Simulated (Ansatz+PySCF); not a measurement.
## doublet Li2(+): levels of theory in one basis

```xyz
2

Li    0.0000    0.0000   -1.6242
Li    0.0000    0.0000    1.6242
```

Basis set: cc-pCVTZ (spherical functions). All electrons are correlated. Correlation on ROHF uses semicanonical orbitals with singles. Charge 1, multiplicity 2.

Computed with Ansatz (development build ahead of 0.2.0); each method stands on the lowest determinant of its kind that the runs found.

```tsv
method	E − E(ROHF) (eV)	<S²> of the determinant
ROHF	0.00	0.75
ROHF-MP2	-2.00	–
```

(1) What does ROHF-CCSD(T) give on the same scale?

(2) Is a single determinant a sound starting point here?

## Answers

(1) -2.23 eV.

(2) By this sign, yes. Unrestricted orbitals gain 0.00 eV and <S²> is 0.75 against 0.75 for a pure state.
